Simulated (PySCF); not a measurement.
How well do the runs reproduce experiment for BH?

**Measured values to compare with.**

NIST CCCBDB Release 22 (SRD 101), experimental dipoles lists, for the gas: dipole moment 1.27 ± 0.21 D.

From Liu, Meijer, Perez-Rios, Phys. Chem. Chem. Phys. 22 (2020) 24191, for the gas: dipole moment 1.27 D.

The runs below try to reproduce these values; the comparison stands at the end.

BH (singlet state).
Atom-mapped SMILES: `[BH:1]` (hydrogens: H2 on B1)

Structure used (PBE0-D3(BJ)/def2-SVP), in Å, numbered top down from 1:
```xyz
2
BH angstrom
B      0.624   -0.001   -0.001
H     -0.629    0.007   -0.011
```

The PySCF runs (gas phase, on this PBE0-D3(BJ)/def2-SVP geometry; no spin–orbit coupling):

```tsv
level	job	basis functions	wall time
PBE0-D3(BJ)/def2-SVP, grid level 1	geometry optimisation from a GFN2-xTB start	19	0.95 s
```

Hardware: an Arm Neoverse N1 with one thread (shared host).

Results beside the measurements:

**Dipole moment.** Measured: 1.27 D (NIST CCCBDB Release 22 (SRD 101), experimental dipoles) and 1.27 D (Liu, Meijer, Perez-Rios, Phys. Chem. Chem. Phys. 22 (2020) 24191). Differences are taken against the first.

| level | computed (D) | computed − measured (D) | % (from the printed values) |
| --- | --- | --- | --- |
| PBE0-D3(BJ)/def2-SVP | 1.60 | +0.33 | +26 |

The computed dipoles belong to one fixed geometry; measured ones are averaged over vibrations unless marked μe. Magnitudes are compared, not signs.

No measured geometry was used, and the causes of the misses weren't examined.
